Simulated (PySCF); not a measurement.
# Frontier levels across methods

Species: C2H4F2.
Geometry (PBE0-D3(BJ)/def2-SVP, Å), atoms numbered from 1 in this order:
```xyz
8
C2H4F2 angstrom
C     -0.757   -0.198    0.017
C      0.697    0.171    0.055
F      1.412   -0.663   -0.736
F      0.872    1.429   -0.416
H     -1.115   -0.153   -1.021
H     -0.901   -1.217    0.403
H     -1.341    0.502    0.629
H      1.133    0.127    1.070
```

Basis pcSseg-2 throughout (PySCF), one geometry. Geometry: PBE0-D3(BJ)/def2-SVP; no solvent, vibrations or thermal averaging.

Q: How do the orbital energies, the gap and the dipole change with the method?

A: 
```tsv
method	kind	HOMO (eV)	LUMO (eV)	gap (eV)	μ (D)	SCF cycles
B97-2	global hybrid	-9.36	0.75	10.12	2.19	12
PBE0	global hybrid	-9.65	0.73	10.37	2.20	12
mPW1PW91	global hybrid	-9.69	0.67	10.36	2.21	12
CAM-B3LYP	range-separated hybrid	-11.20	1.33	12.53	2.28	12
BHandHLYP	global hybrid	-11.38	1.15	12.53	2.35	12
wB97X-D	range-separated hybrid	-11.59	2.43	14.02	2.22	12
LC-wPBE	range-separated hybrid	-12.48	2.46	14.94	2.26	12
```

The HOMO spans 3.11 eV, from B97-2 down to LC-wPBE, and the gap runs from 10.12 eV (B97-2) to 14.94 eV (LC-wPBE). Over the methods B97-2 (21 %), PBE0 (25 %), mPW1PW91 (25 %), BHandHLYP (50 %), a straight line through the gap against the share of exact exchange rises by 0.85 eV for each 10 % (correlation coefficient 0.999). The dipole ranges from 2.19 D (B97-2) to 2.35 D (BHandHLYP). This basis has no diffuse functions.
